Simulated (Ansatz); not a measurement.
```yaml
crystal:
  periodic: [false, false, false]
  atoms:
    - {symbol: C, position_ang: [0.349429, -0.219139, 2.121466]}
    - {symbol: C, position_ang: [-0.047386, -0.611812, 0.725897]}
    - {symbol: O, position_ang: [-0.441075, -1.724332, 0.459313]}
    - {symbol: C, position_ang: [0.070833, 0.442500, -0.312346]}
    - {symbol: C, position_ang: [0.452510, -0.003876, -1.704398]}
    - {symbol: C, position_ang: [-0.938753, 0.418658, -1.435671]}
    - {symbol: H, position_ang: [0.229240, -1.062126, 2.799165]}
    - {symbol: H, position_ang: [-0.262785, 0.621894, 2.460283]}
    - {symbol: H, position_ang: [1.388860, 0.122195, 2.130702]}
    - {symbol: H, position_ang: [0.428942, 1.410132, 0.017600]}
    - {symbol: H, position_ang: [1.100335, 0.653696, -2.269554]}
    - {symbol: H, position_ang: [0.636798, -1.065032, -1.815522]}
    - {symbol: H, position_ang: [-1.689371, -0.358591, -1.366396]}
    - {symbol: H, position_ang: [-1.277596, 1.375813, -1.810560]}
basis:
  gaussian: {orbitals: "6-31++G**", point_charges: [{charge: -1.00, position_ang: [4.205, -0.872, 0.094]}]}
magnetization: {spin_polarized: true, initial_magnetization: 6}
hamiltonian: {xc: {name: B97M-V}}
output: {forces: true}
```

```sh
$ ansatz run in.yaml --threads 4 --pin off --events-out ev --progress --plain --max-ram 10444MiB
```

Shortened log:

```
Functional definition: B97M-V
1612 factors; their error is unknown
mean field evaluation 1: about -7319.9315 eV, gradient 5.9e1 eV
mean field evaluation 2: about -7210.8767 eV, gradient 1.3e2 eV
mean field evaluation 4: about -7305.2864 eV, gradient 6.1e1 eV
mean field evaluation 8: about -7341.9820 eV, gradient 7.5e0 eV
mean field evaluation 16: about -7342.3988 eV, gradient 4.0e0 eV
mean field evaluation 32: about -7342.6837 eV, gradient 3.3e-5 eV
mean field -7342.68373135 eV, -269.8386500773 hartree, gradient 4.3e-6 eV, S^2 12.009003; 10 other end points of the search recorded, 0 dependent functions left out
reference -7342.68381389 eV, -269.8386531104 hartree; 26, 20 occupied and 136, 142 virtual orbitals, 1612 factors
Total energy: -7342.68381389 eV, -269.8386531104 hartree
Atom 0 at     0.349429    -0.219139     2.121466 Å, force     0.514651     0.825430     0.181743 eV/Å
Atom 1 at    -0.047386    -0.611812     0.725897 Å, force     2.293664     7.354886     1.201463 eV/Å
Atom 2 at    -0.441075    -1.724332     0.459313 Å, force    -2.235998    -6.713524    -1.592593 eV/Å
Atom 3 at     0.070833     0.442500    -0.312346 Å, force     0.067832    -2.346611     3.260208 eV/Å
Atom 4 at     0.452510    -0.003876    -1.704398 Å, force     2.966860    -1.626440    -1.864283 eV/Å
Atom 5 at    -0.938753     0.418658    -1.435671 Å, force    -2.889807     0.328994    -0.418203 eV/Å
Atom 6 at     0.229240    -1.062126     2.799165 Å, force    -0.039923    -0.182394    -0.016455 eV/Å
Atom 7 at    -0.262785     0.621894     2.460283 Å, force    -0.341725    -0.101563     0.096741 eV/Å
Atom 8 at     1.388860     0.122195     2.130702 Å, force     0.220209    -0.365610    -0.015302 eV/Å
Atom 9 at     0.428942     1.410132     0.017600 Å, force     0.494699     2.224746     0.417483 eV/Å
Atom 10 at     1.100335     0.653696    -2.269554 Å, force     0.369784     1.136841    -0.286062 eV/Å
Atom 11 at     0.636798    -1.065032    -1.815522 Å, force    -0.275690    -0.940135    -0.407626 eV/Å
Atom 12 at    -1.689371    -0.358591    -1.366396 Å, force    -0.875538    -1.203632    -0.096370 eV/Å
Atom 13 at    -1.277596     1.375813    -1.810560 Å, force     0.189721     1.524824    -0.461181 eV/Å
Dipole moment:     1.622616    -0.494010     0.701082 e Å
```

(1) What is wrong with this run?

Answers

(1) The spin is set far too high for this molecule. The calculation finished and met its thresholds. The result belongs to that input, not to the molecule as meant.
